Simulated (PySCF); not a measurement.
Species: C4H6.
Numbering: `[CH3:1][CH:2]1[CH:3]=[CH:4]1` (hydrogens: H5, H6, H7 on C1; H8 on C2; H9 on C3; H10 on C4)

Method: PBE0-D3(BJ)/def2-SVP geometry optimisation, gas phase (PySCF 2.14.0).

Some entries are withheld. Bonds in one row agree within 0.01 Å.

```tsv
coordinate	value
C1–C2	?
C2–C3, C2–C4	?
C3=C4	?
C1–H5, C1–H6, C1–H7	1.102 Å
C2–H8	1.105 Å
C3–H9, C4–H10	1.088 Å
C2–C1–H5	111.2°
H5–C1–H6	108.0°
C1–C2–C3	122.1°
C1–C2–H8	?
C3–C2–C4	51.3°
C3–C2–H8	117.7°
C2–C3–C4	64.4°
C2–C3–H9	?
C4–C3–H9	?
```

Task: Estimate the withheld lengths and angles.

Result: 
- C1–C2 = 1.513 Å, drawn single (methyl carbon to allylic carbon); 0.01 Å below the sum of covalent radii, 1.52 Å.
- C2–C3, C2–C4 = 1.501 Å, drawn single (allylic carbon to alkene CH carbon); 0.01 Å above the sum of covalent radii, 1.49 Å.
- C3=C4 = 1.299 Å, drawn double (both ends alkene CH carbon); 0.16 Å below the sum of covalent radii, 1.46 Å.
- C1–C2–H8 = 112.9°, at the allylic carbon; the outer atoms are 2.192 Å apart.
- C2–C3–H9 = 146.1°, at the alkene CH carbon; the outer atoms are 2.479 Å apart.
- C4–C3–H9 = 149.6°, at the alkene CH carbon; the outer atoms are 2.303 Å apart.

Radii are Cordero's, carbon taken as 0.76, 0.73 or 0.69 Å for four, three, and two or fewer neighbours.

No frequency check.
